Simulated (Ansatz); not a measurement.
## Trigonal Se

These are LDA+SOC (plane waves, PAW; Ansatz, a program for electronic structure) values and carry that method's errors.

Settings: plane-wave cutoff 520 eV, 12×12×8 k mesh (along the axes of the cell as run), Fermi–Dirac smearing 0.01 eV, PAW data made under PBE.

Cell (measured lattice):

```cif
data_Se3
_chemical_formula_sum 'Se3'
_space_group_name_H-M_alt 'P3121'
_space_group_IT_number 152
_space_group_name_Hall 'P 31 2"'
_cell_length_a 4.36600
_cell_length_b 4.36600
_cell_length_c 4.95400
_cell_angle_alpha 90.000
_cell_angle_beta 90.000
_cell_angle_gamma 120.000
loop_
_atom_site_label
_atom_site_type_symbol
_atom_site_symmetry_multiplicity
_atom_site_Wyckoff_symbol
_atom_site_fract_x
_atom_site_fract_y
_atom_site_fract_z
_atom_site_occupancy
Se1 Se 3 a 0.77500 0.77500 0.00000 1
```

```yaml
band_gap: 0.90 eV (indirect)
smallest_direct_gap_on_the_k_points_sampled: 1.00 eV
"Γ–Γ gap": 2.13 eV
```

Note: cell and atoms aren't relaxed at this level (largest force component 0.25 eV/Å, pressure -1.1 GPa).

The computed numbers hold no vibrational or temperature effects.
